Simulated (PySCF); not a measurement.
# Which functional comes closest?

Molecule: `FC(C)(F)F`, C2H3F3.

Molfile (atoms numbered from 1):
```
C2H3F3
     RDKit          3D

  8  7  0  0  0  0  0  0  0  0999 V2000
    0.7854   -0.1289    0.0347 C   0  0  0  0  0  0  0  0  0  0  0  0
   -0.6925    0.1129   -0.0309 C   0  0  0  0  0  0  0  0  0  0  0  0
   -1.1771   -0.1287   -1.2544 F   0  0  0  0  0  0  0  0  0  0  0  0
   -0.9958    1.3794    0.2752 F   0  0  0  0  0  0  0  0  0  0  0  0
   -1.3587   -0.6730    0.8225 F   0  0  0  0  0  0  0  0  0  0  0  0
    0.9983   -1.1737   -0.2237 H   0  0  0  0  0  0  0  0  0  0  0  0
    1.1445    0.0771    1.0509 H   0  0  0  0  0  0  0  0  0  0  0  0
    1.2960    0.5349   -0.6743 H   0  0  0  0  0  0  0  0  0  0  0  0
  1  2  1  0
  2  3  1  0
  2  4  1  0
  2  5  1  0
  1  6  1  0
  1  7  1  0
  1  8  1  0
M  END
```

Geometry PBE0-D3(BJ)/def2-SVP throughout; GIAO in PySCF 2.14, gas phase, one conformer, non-relativistic; equivalent atoms averaged; basis pcSseg-2.

Reference values (CCSD(T)/13s9p4d3f + vibration and temperature (MP2); gas, 300 K; M. E. Harding, PhD thesis, Mainz 2008 (Harding, Lenhart, Auer, Gauss, JCP 2008, 128, 244111)): σ(F3/F4/F5) = 260.4 ppm.

**Question.** How do the functionals HF, LDA, PBE, BLYP, BP86, OPBE, KT2, KT3, B97-D, B3LYP, PBE0, mPW1PW91, WP04, B97-2, BHandHLYP, CAM-B3LYP, wB97X-D, LC-wPBE perform against the reference? Times are CPU seconds on shared hosts with different chips, so compare them loosely; the GGAs took longer than the global hybrids here, which isn't the general rule, and the cause wasn't traced.

**Answer.** 
| functional | kind | F3/F4/F5 | abs. error F | core-s |
| --- | --- | --- | --- | --- |
| HF | Hartree–Fock | 291.7 | 31.3 | 4.9 |
| LDA | LDA | 226.8 | 33.6 | 17 |
| PBE | GGA | 232.7 | 27.7 | 22 |
| BLYP | GGA | 232.7 | 27.7 | 21 |
| BP86 | GGA | 234.1 | 26.3 | 20 |
| OPBE | GGA | 242.6 | 17.8 | 21 |
| KT2 | GGA | 233.9 | 26.5 | 20 |
| KT3 | GGA | 240.1 | 20.3 | 22 |
| B97-D | GGA | 242.0 | 18.4 | 21 |
| B3LYP | global hybrid | 246.2 | 14.2 | 14 |
| PBE0 | global hybrid | 250.0 | 10.4 | 14 |
| mPW1PW91 | global hybrid | 250.9 | 9.5 | 14 |
| WP04 | global hybrid | 251.1 | 9.3 | 13 |
| B97-2 | global hybrid | 252.6 | 7.8 | 13 |
| BHandHLYP | global hybrid | 264.0 | 3.6 | 13 |
| CAM-B3LYP | range-separated hybrid | 250.1 | 10.3 | 18 |
| wB97X-D | range-separated hybrid | 253.7 | 6.7 | 18 |
| LC-wPBE | range-separated hybrid | 255.4 | 5.0 | 22 |

For 19F the closest is BHandHLYP (3.6 ppm) and the furthest LDA (33.6 ppm). One molecule is a small sample, and the reference may use another geometry.
